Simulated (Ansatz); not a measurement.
BNH$_{4}$O, closed shell: a nudged elastic band.

The input file, in.yaml:

```yaml
crystal:
  periodic: [false, false, false]
  atoms:
    - {symbol: B, position_ang: [0.122912, 0.142225, 0.339977]}
    - {symbol: O, position_ang: [0.236135, -1.122784, 0.856626]}
    - {symbol: N, position_ang: [-0.318475, 0.292385, -0.977059]}
    - {symbol: H, position_ang: [-0.556604, -0.490778, -1.561628]}
    - {symbol: H, position_ang: [0.394241, 1.113222, 0.994565]}
    - {symbol: H, position_ang: [0.544851, -1.122543, 1.762438]}
    - {symbol: H, position_ang: [-0.423160, 1.188172, -1.414920]}
basis:
  gaussian: {orbitals: def2-SVP}
hamiltonian: {xc: pbe0, dispersion: d4}
neb:
  images: 5
  climbing: true
  max_iterations: 30
  initial_path: idpp
  final_atoms:
    - {symbol: B, position_ang: [0.004244, 0.571323, 0.189612]}
    - {symbol: O, position_ang: [-0.132048, -0.999963, 0.680438]}
    - {symbol: N, position_ang: [-0.267745, 0.527212, -1.095757]}
    - {symbol: H, position_ang: [-0.294419, -1.299008, -0.243609]}
    - {symbol: H, position_ang: [0.302656, 1.235533, 1.133778]}
    - {symbol: H, position_ang: [-0.302295, 1.354268, -1.670078]}
    - {symbol: H, position_ang: [0.689507, -1.389464, 1.005616]}
```

Run by:

```bash
ansatz run in.yaml --threads 2 --pin off --events-out ev --progress --plain --max-ram 4352MiB
```

The run's output (Ansatz 0.2.0):

```
Functional definition: PBE0
  name "PBE0"
  cite "Adamo & Barone, J. Chem. Phys. 110, 6158 (1999) doi:10.1063/1.478522"
  cite "Perdew, Burke & Ernzerhof, Phys. Rev. Lett. 77, 3865 (1996) doi:10.1103/PhysRevLett.77.3865"
  parent pbe
  parameter a = 0.25
  parameter kappa = 0.804
  parameter beta = 0.06672455060314922
  exchange = (1 - a)*pbe_x(kappa = kappa, mu = beta*pi^2/3) + a*exact_x
  correlation = pbe_c(beta = beta)
682 factors; integrals over basis functions are off by at most 3.8e-4 eV
mean field evaluation 1: about -4266.3806 eV, gradient 5.9e1 eV
mean field evaluation 2: about -4261.7835 eV, gradient 7.6e1 eV
mean field evaluation 4: about -4272.8715 eV, gradient 1.8e0 eV
mean field evaluation 8: about -4272.8785 eV, gradient 1.8e-2 eV
mean field -4272.87854656 eV, -157.0253903250 hartree, gradient 4.7e-5 eV, S^2 0.000000; 0 other end points of the search recorded, 0 dependent functions left out
the calculation of the forces begins
reference -4272.87856786 eV, -157.0253911078 hartree; 12, 12 occupied and 50, 50 virtual orbitals, 682 factors
678 factors; integrals over basis functions are off by at most 1.2e-3 eV
mean field evaluation 16: about -4269.0692 eV, gradient 2.0e1 eV
mean field -4270.03231295 eV, -156.9207931690 hartree, gradient 5.0e-5 eV, S^2 0.000000; 0 other end points of the search recorded, 0 dependent functions left out
the calculation of the forces begins
reference -4270.03233464 eV, -156.9207939660 hartree; 12, 12 occupied and 50, 50 virtual orbitals, 678 factors
WARN: NEB end point (image 0): max|allowed force component| = 3.952e-1 eV/Å (the criterion of neb.relax_end_points is 1.000e-2). That is over neb.f_tol: it is no minimum, so the barrier can be far off. Relax it first
WARN: NEB end point (image 6): max|allowed force component| = 2.656e-1 eV/Å (the criterion of neb.relax_end_points is 1.000e-2). That is over neb.f_tol: it is no minimum, so the barrier can be far off. Relax it first
682 factors; integrals over basis functions are off by at most 1.2e-3 eV
mean field evaluation 32: about -4268.6914 eV, gradient 1.3e0 eV
mean field -4268.69443327 eV, -156.8716269976 hartree, gradient 1.3e-5 eV, S^2 0.000000; 0 other end points of the search recorded, 0 dependent functions left out
the calculation of the forces begins
reference -4268.69445416 eV, -156.8716277655 hartree; 12, 12 occupied and 50, 50 virtual orbitals, 682 factors
682 factors; integrals over basis functions are off by at most 1.7e-3 eV
mean field -4263.07741834 eV, -156.6652055064 hartree, gradient 8.4e-5 eV, S^2 0.000000; 0 other end points of the search recorded, 0 dependent functions left out
the calculation of the forces begins
reference -4263.07743829 eV, -156.6652062396 hartree; 12, 12 occupied and 50, 50 virtual orbitals, 682 factors
683 factors; integrals over basis functions are off by at most 2.0e-3 eV
mean field evaluation 64: about -4257.6850 eV, gradient 1.4e1 eV
mean field -4258.50880990 eV, -156.4973122430 hartree, gradient 2.7e-5 eV, S^2 0.000000; 2 other end points of the search recorded, 0 dependent functions left out
the calculation of the forces begins
reference -4258.50883217 eV, -156.4973130614 hartree; 12, 12 occupied and 50, 50 virtual orbitals, 683 factors
683 factors; integrals over basis functions are off by at most 2.2e-3 eV
mean field evaluation 96: about -4259.6511 eV, gradient 6.6e0 eV
mean field -4259.76419107 eV, -156.5434466499 hartree, gradient 1.0e-5 eV, S^2 0.000000; 0 other end points of the search recorded, 0 dependent functions left out
the calculation of the forces begins
reference -4259.76421203 eV, -156.5434474200 hartree; 12, 12 occupied and 50, 50 virtual orbitals, 683 factors
683 factors; integrals over basis functions are off by at most 1.8e-3 eV
mean field -4265.08254014 eV, -156.7388923734 hartree, gradient 8.6e-6 eV, S^2 0.000000; 0 other end points of the search recorded, 0 dependent functions left out
the calculation of the forces begins
reference -4265.08256057 eV, -156.7388931241 hartree; 12, 12 occupied and 50, 50 virtual orbitals, 683 factors
NEB iter   1: max|band force component| = 7.308e0 eV/Å  barrier→ = 14.3494 eV  barrier← = 11.5051 eV  Δτ_max = 0.2000 Å  (220 SCF iters)
NEB iter   2: max|band force component| = 5.101e0 eV/Å  barrier→ = 12.2993 eV  barrier← = 9.4551 eV  Δτ_max = 0.2000 Å  (173 SCF iters)
NEB iter   3: max|band force component| = 1.323e1 eV/Å  barrier→ = 10.0519 eV  barrier← = 7.2077 eV  Δτ_max = 0.0990 Å  (165 SCF iters)
NEB iter   4: max|band force component| = 9.546e0 eV/Å  barrier→ = 8.6293 eV  barrier← = 5.7851 eV  Δτ_max = 0.2000 Å  (154 SCF iters)
NEB iter   5: max|band force component| = 9.343e0 eV/Å  barrier→ = 7.5912 eV  barrier← = 4.7469 eV  Δτ_max = 0.1962 Å  (154 SCF iters)
NEB iter   6: max|band force component| = 2.618e0 eV/Å  barrier→ = 7.3136 eV  barrier← = 4.4693 eV  Δτ_max = 0.0908 Å  (139 SCF iters)
NEB iter   7: max|band force component| = 2.145e0 eV/Å  barrier→ = 6.7059 eV  barrier← = 3.8616 eV  Δτ_max = 0.2000 Å  (138 SCF iters)
NEB iter   8: max|band force component| = 3.408e0 eV/Å  barrier→ = 6.0707 eV  barrier← = 3.2265 eV  Δτ_max = 0.0993 Å  (148 SCF iters)
NEB iter   9: max|band force component| = 2.968e0 eV/Å  barrier→ = 5.9127 eV  barrier← = 3.0684 eV  Δτ_max = 0.1012 Å  (145 SCF iters)
NEB iter  10: max|band force component| = 2.257e0 eV/Å  barrier→ = 6.0098 eV  barrier← = 3.1656 eV  Δτ_max = 0.2000 Å  (150 SCF iters)
NEB iter  11: max|band force component| = 1.906e0 eV/Å  barrier→ = 5.9032 eV  barrier← = 3.0590 eV  Δτ_max = 0.0996 Å  (169 SCF iters)
NEB iter  12: max|band force component| = 1.013e0 eV/Å  barrier→ = 5.7104 eV  barrier← = 2.8661 eV  Δτ_max = 0.1985 Å  (136 SCF iters)
NEB iter  13: max|band force component| = 1.153e0 eV/Å  barrier→ = 5.4392 eV  barrier← = 2.5949 eV  Δτ_max = 0.0989 Å  (146 SCF iters)
NEB iter  14: max|band force component| = 1.063e0 eV/Å  barrier→ = 5.1642 eV  barrier← = 2.3200 eV  Δτ_max = 0.1006 Å  (147 SCF iters)
NEB iter  15: max|band force component| = 5.508e-1 eV/Å  barrier→ = 4.9971 eV  barrier← = 2.1529 eV  Δτ_max = 0.1961 Å  (142 SCF iters)
NEB iter  16: max|band force component| = 8.568e-1 eV/Å  barrier→ = 5.4420 eV  barrier← = 2.5978 eV  Δτ_max = 0.0989 Å  (146 SCF iters)
NEB iter  17: max|band force component| = 8.450e-1 eV/Å  barrier→ = 5.6195 eV  barrier← = 2.7752 eV  Δτ_max = 0.0997 Å  (152 SCF iters)
NEB iter  18: max|band force component| = 1.118e0 eV/Å  barrier→ = 5.8432 eV  barrier← = 2.9990 eV  Δτ_max = 0.1001 Å  (142 SCF iters)
NEB iter  19: max|band force component| = 1.421e0 eV/Å  barrier→ = 6.1869 eV  barrier← = 3.3426 eV  Δτ_max = 0.1009 Å  (134 SCF iters)
NEB iter  20: max|band force component| = 1.653e0 eV/Å  barrier→ = 6.3615 eV  barrier← = 3.5173 eV  Δτ_max = 0.2000 Å  (141 SCF iters)
NEB iter  21: max|band force component| = 1.863e0 eV/Å  barrier→ = 6.3155 eV  barrier← = 3.4713 eV  Δτ_max = 0.2000 Å  (142 SCF iters)
NEB iter  22: max|band force component| = 2.372e0 eV/Å  barrier→ = 5.9753 eV  barrier← = 3.1311 eV  Δτ_max = 0.0992 Å  (146 SCF iters)
NEB iter  23: max|band force component| = 2.368e0 eV/Å  barrier→ = 5.6823 eV  barrier← = 2.8381 eV  Δτ_max = 0.2000 Å  (142 SCF iters)
NEB iter  24: max|band force component| = 2.838e0 eV/Å  barrier→ = 5.5780 eV  barrier← = 2.7338 eV  Δτ_max = 0.1967 Å  (132 SCF iters)
NEB iter  25: max|band force component| = 1.811e0 eV/Å  barrier→ = 6.0992 eV  barrier← = 3.2550 eV  Δτ_max = 0.0990 Å  (134 SCF iters)
NEB iter  26: max|band force component| = 1.242e0 eV/Å  barrier→ = 6.5174 eV  barrier← = 3.6732 eV  Δτ_max = 0.0997 Å  (136 SCF iters)
NEB iter  27: max|band force component| = 1.050e0 eV/Å  barrier→ = 6.9509 eV  barrier← = 4.1066 eV  Δτ_max = 0.0983 Å  (133 SCF iters)
NEB iter  28: max|band force component| = 8.270e-1 eV/Å  barrier→ = 6.9924 eV  barrier← = 4.1481 eV  Δτ_max = 0.1754 Å  (123 SCF iters)
NEB iter  29: max|band force component| = 7.844e-1 eV/Å  barrier→ = 7.9287 eV  barrier← = 5.0844 eV  Δτ_max = 0.1960 Å  (129 SCF iters)
NEB iter  30: max|band force component| = 1.195e0 eV/Å  barrier→ = 8.5285 eV  barrier← = 5.6842 eV  Δτ_max = 0.0946 Å  (127 SCF iters)
Error: NEB band did not converge after 30 iterations: max|band force component| = 1.19e0 eV/Å (threshold 5.0e-2); raise `neb.max_iterations` in a new run, which can start from the last band evaluated (`neb.initial_path`, with `crystal.atoms` and `neb.final_atoms` set to its first and last images), add images, or start from endpoints closer to local minima. Where this run's directory can be resumed (`checkpoint.write`), a resume goes on for up to `neb.max_iterations` more; to start a new run from the last band, take its images' positions from the `neb_iteration` event of iteration 30 (`data.images[].positions_ang`), in the event stream of the run that computed that iteration (not this run's, if it was resumed behind it). With `checkpoint.write`, `steps/00-neb/state/checkpoint.json` in the run directory holds the last saved band, under `neb.evaluated.images[].positions_ang` (a band under a hybrid functional on support functions is neither saved nor resumed: `neb.initial_path` says where its path is): check the last entry of `neb.iterations` there, which is earlier than 30 if that iteration was not saved or its write failed. If the band's step has no `state` directory and holds `state.next`, a write was cut short, and the file is under `state.next` instead (behind a loss of power it can be under `state.prev`)
a run's events are kept only if it was started with --events-out <file>, and are in that file

[the SCF lines of later steps are left out]
```

The lines “mean field evaluation” count trial sets of orbitals through the whole run, from several starts and some on an approximate energy, so they need not fall steadily or lie above the final value.

Hardware: 2 CPU threads of an Intel Xeon 6975P-C, shared host. Wall time about 64 s.


The run did not converge within its limit. Two like atoms were exchanged in the final structure, so the band follows another path than the intended step.